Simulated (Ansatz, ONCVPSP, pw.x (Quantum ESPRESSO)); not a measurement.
# Which Ta potential is closest to all-electron in the fcc crystal?

All use PBEsol, scalar-relativistic, no spin, cutoffs from each file’s atomic test, pw.x 7.5; 14³ k-points, Fermi–Dirac smearing 0.01 Ry. Δ is the rms difference from all-electron LAPW of the E(V) curves that follow from fits to the pressures, over ±6 % in volume. Mesh and smearing are coarse and serve the comparison alone. The files are a selection: those with a ghost or negative overlap were mostly not run, and those with noisy or unconverged pressures or nearly equal Δ are left out.

All-electron: a0 = 4.177 Å (V0 = 18.22 Å³/atom), B0 = 198.7 GPa.

Q: Rank them by Δ, smallest first.
A. optimised norm-conserving Vanderbilt (ONCV), ONCVPSP 4.0.1.1 (patched build), PBEsol; core [Kr] 4d10 4f14, reference 5s2 5p6 5d3 6s2; waves: 5s+6s: rc 1.95 bohr, ncon 4, nbas 7, qcut 6.2 1/bohr, 2 projectors; 5p: rc 1.70 bohr, ncon 4, nbas 8, qcut 6.8 1/bohr, 2 projectors, debl 0.7 Ha; 5d: rc 2.80 bohr, ncon 3, nbas 6, qcut 5.2 1/bohr, 1 projector; local part: polynomial inside 1.15 bohr (lpopt 1, dvloc0 3 Ha); core correction: Teter function, fcfact 3.5, rcfact 1.25. In the p channel the program set the typed energies aside and used -1.449, 0.250 Ha.
B. optimised norm-conserving Vanderbilt (ONCV), ONCVPSP 4.0.1.1 (patched build), PBEsol; core [Kr] 4d10 4f14, reference 5s2 5p6 5d3 6s1.5; waves: 5s+6s: rc 1.90 bohr, ncon 4, nbas 8, qcut 6.4 1/bohr, 2 projectors; 5p: rc 1.70 bohr, ncon 4, nbas 7, qcut 6.5 1/bohr, 2 projectors, debl 0.5 Ha; 5d: rc 2.25 bohr, ncon 4, nbas 9, qcut 6.6 1/bohr, 2 projectors, debl 1.3 Ha; f scattering state at 0.14 Ha: rc 2.30 bohr, ncon 5, nbas 9, qcut 5.1 1/bohr, 1 projector; local part: polynomial inside 1.65 bohr (lpopt 5, dvloc0 2 Ha); core correction: Teter function, fcfact 4.75, rcfact 1.45. In the p channel the program set the typed energies aside and used -1.576, 0.250 Ha.
C. optimised norm-conserving Vanderbilt (ONCV), ONCVPSP 4.0.1.1 (patched build), PBEsol; core [Kr] 4d10 4f14, reference 5s2 5p6 5d3 6s2; waves: 5s+6s: rc 2.00 bohr, ncon 4, nbas 7, qcut 4.8 1/bohr, 2 projectors; 5p: rc 2.00 bohr, ncon 4, nbas 7, qcut 6.2 1/bohr, 2 projectors, debl 0.9 Ha; 5d: rc 2.35 bohr, ncon 5, nbas 10, qcut 7.7 1/bohr, 2 projectors, debl 0.8 Ha; local part: polynomial inside 1.30 bohr (lpopt 5, dvloc0 4 Ha); core correction: Teter function, fcfact 4.75, rcfact 1.75. In the p channel the program set the typed energies aside and used -1.449, 0.250 Ha.

A: B (0.4 meV/atom), A (6.4 meV/atom), C (12.4 meV/atom).
